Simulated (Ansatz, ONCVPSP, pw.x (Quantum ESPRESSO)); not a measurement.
# Equation-of-state test of one ONCV potential (lithium)

ONCVPSP 4.0.1 input, shortened (lines: element, Z, core and valence counts, functional; n l f; lmax; l rc ep ncon nbas qcut; lloc lpopt rc5 dvloc0; l nproj debl; icmod fcfact rcfact), PBEsol, scalar-relativistic:

```
  Li 3.00    1    2  -116133      upf
    1    0    2.00
    2    0    0.75
    2    1    0.25
    1
    0    2.10    0.00    3    6    2.60
    1    4.00    0.00    4    7    2.40
    4    5    1.75    0.00
    0    1    1.90
    1    1    1.80
    0    0.00    0.00
```

Atomic tests: cutoffs needed: 2.2 Ha and 3.6 Ha (the cutoffs (Ha) at which the residual kinetic energy of the hardest occupied pseudo-wave falls to 1 and 0.1 mHa per electron); ghost test: no bound ghost flagged; no localised positive-energy state flagged; largest excitation error: +3.3 meV (all-electron minus pseudo) for 2s0.5 2p0, out of 3 test configurations.

Crystal test: bcc Li in pw.x 7.5, no spin, 13³ k-points, Fermi–Dirac smearing 0.01 Ry, cutoffs 35/140 Ry. The reference is all-electron LAPW (Ansatz 0.2.0) with the same functional, mesh and smearing; V0 and B0 come from Birch–Murnaghan fits to the pressures at five volumes. Errors are pseudo minus all-electron; Δ is the rms difference of the E(V) curves that follow from these fits, minima aligned, over ±6 % about the mean V0. Mesh and smearing are coarse, so the numbers serve the comparison and aren't converged zero-temperature values; the lattice is a test structure that the element need not adopt.

All-electron: a0 = 3.435 Å (V0 = 20.26 Å³/atom), B0 = 13.6 GPa.

Question: How far does the potential miss the all-electron equation of state?

Answer: mean pressure error (GPa): -0.82. The pressure does not cross zero within the volumes sampled, so no fit is given. The largest radius (4.00 bohr) exceeds half the bond length (2.81 bohr), so the spheres overlap, which is one possible source of error among others. This is a poor potential for the solid.

| V (Å³/atom) | P all-electron (GPa) | P pseudo (GPa) |
| --- | --- | --- |
| 19.330 | 0.69 | -0.29 |
| 19.838 | 0.30 | -0.59 |
| 20.347 | -0.06 | -0.86 |
| 20.856 | -0.37 | -1.10 |
| 21.364 | -0.66 | -1.32 |

Question: At the middle volume, how do free energy and pressure move when the wave cutoff is lowered (ecutrho kept at four times it)?

Answer:

| cutoff (Ry) | shift of F (meV/atom) | shift of P (GPa) |
| --- | --- | --- |
| 16 | +0.5 | -0.01 |
| 21 | +0.2 | +0.00 |
| 28 | +0.1 | -0.00 |

The run at the middle volume (84 k-points, 8 iterations) took about 2.7 s on one core of a shared host (Intel(R) Xeon(R) 6975P-C, 192 threads, 1512 GiB, load 33).
